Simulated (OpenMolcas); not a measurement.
**CH5SSi (SMILES [CH2]S[SiH3]): levels of theory compared**

Aim: a comparison of 6 runs (UHF/STO-3G, UHF/3-21G, UHF/def2-SVP, UB3LYP/pcseg-1, UPBE0/def2-SVP, ROMP2/6-31++G**) of CH5SSi. 

Program for the calculation: OpenMolcas 26.06.

6 further runs of the same task are left out: 1 that didn't finish, 5 set aside as unsound or not needed.

## 1. The molecule

CH5SSi has 8 atoms, charge 0, and is taken as a doublet. As SMILES, `[CH2]S[SiH3]`. The coordinates come from a GFN2-xTB relaxation. This is one conformer, not always the lowest.

Bond lengths: C1–S2 1.711 Å, S2–Si3 2.169 Å, C1–H4 1.073 Å, C1–H5 1.074 Å, Si3–H6 1.457 Å, Si3–H7 1.451 Å, Si3–H8 1.457 Å. Angles: C1–S2–Si3 100.1°, S2–C1–H4 118.8°, S2–C1–H5 118.5°, S2–Si3–H6 107.2°, S2–Si3–H7 101.9°, S2–Si3–H8 107.5°, H4–C1–H5 119.8°, H6–Si3–H7 114.1°, H6–Si3–H8 111.2°, H7–Si3–H8 114.1°.

## 2. Energy and forces at UHF/STO-3G (run 1)

The input, mol.inp:

```
* CH5SSi Hartree-Fock
&gateway
baslib
$CurrDir
coord
8
bohr
C     -1.39818946     1.44061381    -2.37958093
S     -1.44280590    -1.57083484    -1.20078867
Si     1.15267624    -1.14698817     1.94309199
H     -0.22089009     1.84399475    -3.97961204
H     -2.93465019     2.68390243    -1.92052866
H      0.09909724     0.77027127     3.61640668
H      1.16639566    -3.67483701     3.00683772
H      3.57838539    -0.34612224     0.91415501
basis
STO-3G
group
NoSym
&seward
&scf
uhf
spin
2
thresholds
1e-10 1e-07 1e-07 1e-05
prorbitals
1 1
&alaska
```

The basis set STO-3G is read from a file made from the Basis Set Exchange's data (not shown).

The run is started by

```console
$ export MOLCAS_MEM=1860
$ pymolcas mol.inp > mol.log
```

Output:

```text
--- Start Module: gateway ---
[...]
--- Stop Module: gateway /rc=_RC_ALL_IS_WELL_ ---
[...]
      Basis functions           28
[...]
--- Start Module: scf ---
[...]
       Convergence after  14 Iterations
[...]
::    Total SCF energy                               -719.0532557785
[...]
      Total spin, S                                     0.5084636234
[...]
      Total electronic charge=   41.000000
      Total            charge=   -0.000000
[...]
      Dipole Moment (debye):
      Origin of the operator (angstrom)=   -0.1990   -0.4381   -0.0752
                   X=  9.4762E-01               Y=  5.1036E-01               Z=  9.8876E-01           Total=  1.4615E+00
      Quadrupole Moment (debye*angstrom):
[...]
--- Stop Module: scf /rc=_RC_ALL_IS_WELL_ ---
--- Start Module: alaska ---
[...]
 *              Molecular gradients               *
 **************************************************
  Irreducible representation: a
 ------------------------------------------------------------------------------------------
                              X                       Y                       Z
 ------------------------------------------------------------------------------------------
  C1               -9.88979625259678E-04   -1.52071932544100E-02    3.01986573090041E-03
  S2               -1.12861648820655E-02    3.37247639929075E-02   -2.78177481017767E-02
  SI3               1.77918453101782E-02   -6.87692835769499E-04    2.24403929128272E-02
  H4               -2.08572330177992E-03   -1.00178291099924E-02    8.12720268861211E-03
  H5                3.23851624767446E-03   -1.13942520337962E-02    3.89605570779816E-03
  H6               -1.26367612517984E-02    1.50811399285429E-02    5.57205953164353E-03
  H7               -6.99951940281401E-03   -1.84219543073896E-02   -1.28058830714073E-03
  H8                1.29667869058752E-02    6.92301761990222E-03   -1.39572401628620E-02
[...]
--- Stop Module: alaska /rc=_RC_ALL_IS_WELL_ ---
[...]
```

It took 2.1 s on 1 thread of Intel Xeon Platinum 8559C (Emerald Rapids), shared host; peak memory 0.37 GiB.

## 3. Energy and gradient at UHF/3-21G (run 2)

The input, mol.inp:

```
&gateway
 baslib
 $CurrDir
 coord
 8
 angstrom
 C       -0.739890       0.762340      -1.259220
 S       -0.763500      -0.831250      -0.635430
 Si       0.609970      -0.606960       1.028240
 H       -0.116890       0.975800      -2.105920
 H       -1.552950       1.420260      -1.016300
 H        0.052440       0.407610       1.913720
 H        0.617230      -1.944640       1.591150
 H        1.893600      -0.183160       0.483750
 basis
 3-21G
 group
 NoSym

&seward

&scf
 uhf
 spin
 2
 thresholds
 1e-10 1e-07 1e-07 1e-05
 prorbitals
 0

&alaska
```

The basis set 3-21G is read from a file made from the Basis Set Exchange's data (not shown).

The run is started by

```console
$ export MOLCAS_MEM=1860
$ pymolcas mol.inp > mol.log
```

Output:

```text
--- Start Module: gateway ---
[...]
--- Stop Module: gateway /rc=_RC_ALL_IS_WELL_ ---
[...]
      Basis functions           45
[...]
--- Start Module: scf ---
[...]
       Convergence after  16 Iterations
[...]
::    Total SCF energy                               -723.4548943668
[...]
      Total spin, S                                     0.5069928463
[...]
      Total electronic charge=   41.000000
      Total            charge=   -0.000000
[...]
      Dipole Moment (debye):
      Origin of the operator (angstrom)=   -0.1990   -0.4381   -0.0752
                   X=  1.4086E+00               Y=  1.3936E+00               Z=  1.2168E+00           Total=  2.3253E+00
      Quadrupole Moment (debye*angstrom):
[...]
--- Stop Module: scf /rc=_RC_ALL_IS_WELL_ ---
--- Start Module: alaska ---
[...]
 *              Molecular gradients               *
 **************************************************
  Irreducible representation: a
 ------------------------------------------------------------------------------------------
                              X                       Y                       Z
 ------------------------------------------------------------------------------------------
  C1                4.91328674522148E-03   -5.36050917635889E-02    2.68107137693048E-02
  S2                1.60016615938208E-02    5.67376462142022E-02   -2.41839501565089E-03
  SI3              -3.86081107601122E-03   -7.88007683873562E-04   -5.04000747088185E-03
  H4                3.51716634356070E-04   -2.40216947978822E-03   -1.33728431589963E-03
  H5               -2.84666518832344E-03   -1.24378576250406E-03    9.37745029029546E-04
  H6                8.77339090028517E-05   -5.16324789372957E-03   -9.17842870231356E-03
  H7               -4.37514974968459E-03    8.25156663865023E-03   -8.94714083678205E-03
  H8               -1.02717728683808E-02   -1.78691026941480E-03   -8.27202456811449E-04
[...]
--- Stop Module: alaska /rc=_RC_ALL_IS_WELL_ ---
[...]
```

Wall time 2.5 s (1 thread of Intel Xeon Platinum 8559C (Emerald Rapids), shared host); peak memory 0.38 GiB.

Runs 3 to 5 aren't shown in full; the table further down has their settings and results.

## 4. A single-point energy at ROMP2/6-31++G(d,p) (spherical functions) (run 6)

The input, calc.input:

```
* CH5SSi ROMP2

&GATEWAY
 BasLib = $CurrDir
 Coord
 8
 bohr
 C     -1.39818946     1.44061381    -2.37958093
 S     -1.44280590    -1.57083484    -1.20078867
 Si     1.15267624    -1.14698817     1.94309199
 H     -0.22089009     1.84399475    -3.97961204
 H     -2.93465019     2.68390243    -1.92052866
 H      0.09909724     0.77027127     3.61640668
 H      1.16639566    -3.67483701     3.00683772
 H      3.57838539    -0.34612224     0.91415501
 Basis = 6-31ppGss
 Group = NoSym

&SEWARD

&SCF
 UHF
 Spin = 2
 PrOrbitals = 1 2

&RASSCF
 FileOrb = $Project.UnaOrb
 Spin = 2
 Nactel = 1 0 0
 Inactive = 20
 Ras2 = 1
 OutOrbitals = Canonical
 OrbListing = Nothing

&CASPT2
 IPEA = 0.0
 Frozen = 11
```

The basis set 6-31++G** is read from a file made from the Basis Set Exchange's data (not shown).

The run is started by

```console
$ export MOLCAS_MEM=1860
$ pymolcas calc.input > calc.log
```

Output:

```text
--- Start Module: gateway ---
[...]
--- Stop Module: gateway /rc=_RC_ALL_IS_WELL_ ---
[...]
      Basis functions           92
[...]
       Convergence after  13 Iterations
[...]
::    Total SCF energy                               -727.1773407956
[...]
      Total spin, S                                     0.5072832494
[...]
--- Start Module: rasscf ---
[...]
      Number of active orbitals                  1
[...]
      Spin quantum number                      0.5
[...]
      Active orbitals                            1
[...]
      Number of CSFs                             1
[...]
      Number of root(s) required                 1
[...]
      Convergence after  9 iterations
[...]
      printout of CI-coefficients larger than  0.05 for root  1
      energy=    -727.172691
      conf/sym  1     Coeff  Weight
             1  u   1.00000 1.00000
      Natural orbitals and occupation numbers for root  1
      sym 1:   1.000000
      ************************************************************************************************************************
      *                                                    Final results                                                     *
[...]
::    RASSCF root number  1 Total energy:   -727.17269120
[...]
      Total electronic charge=   41.000000
      Total            charge=   -0.000000
[...]
      Dipole Moment (debye):
      Origin of the operator (angstrom)=   -0.1990   -0.4381   -0.0752
                   X=  1.0381E+00               Y=  1.1761E+00               Z=  8.3247E-01           Total=  1.7759E+00
      Quadrupole Moment (debye*angstrom):
[...]
--- Stop Module: rasscf /rc=_RC_ALL_IS_WELL_ ---
[...]
--- Start Module: caspt2 ---
[...]
 ###    WARNING: User changed nr of frozen orbitals.                         ###
 ###############################################################################
[...]
      E2 (Variational):          -0.3495504272
      Total energy:            -727.5222416250
[...]
      Reference weight:           0.87538
[...]
::    CASPT2 Root  1     Total energy:   -727.52224162
[...]
--- Stop Module: caspt2 /rc=_RC_ALL_IS_WELL_ ---
[...]
```

Run time: 14 s. Hardware: 1 thread of Intel Xeon Platinum 8559C (Emerald Rapids), shared host; peak memory 0.51 GiB.

## 5. All runs side by side

```
run                                  level  integration grid      task  energy (Eh)  dipole moment (D)  HOMO energy (eV)  LUMO energy (eV)  wall time
  1                             UHF/STO-3G                 –  gradient  -719.053256               1.46             -6.52              8.24      2.1 s
  2                              UHF/3-21G                 –  gradient  -723.454894               2.33             -9.47              2.79      2.5 s
  3                           UHF/def2-SVP                 –  gradient  -726.958225               1.55             -9.53              2.64      6.9 s
  4                         UB3LYP/pcseg-1         UltraFine  gradient  -728.748760               1.49             -6.09             -2.51       33 s
  5                         UPBE0/def2-SVP         UltraFine  gradient  -728.179960               1.28             -6.37             -2.00       29 s
  6  ROMP2/6-31++G** (spherical functions)                 –    energy  -727.522242                  –                 –                 –       14 s
```

## 6. What came out

```
           quantity          value
run 6: total energy  -727.52224 Eh
```

**Reading.** Over runs 1, 2, 3, 4, 5 the dipole moment (its size) runs from 1.28 D (UPBE0/def2-SVP) to 2.33 D (UHF/3-21G). The two ends differ in method and basis. Totals of different functionals can't be ranked against each other. In run 1 the basis is minimal, so the values are rough. All runs together took 88 s, the longest 33 s.
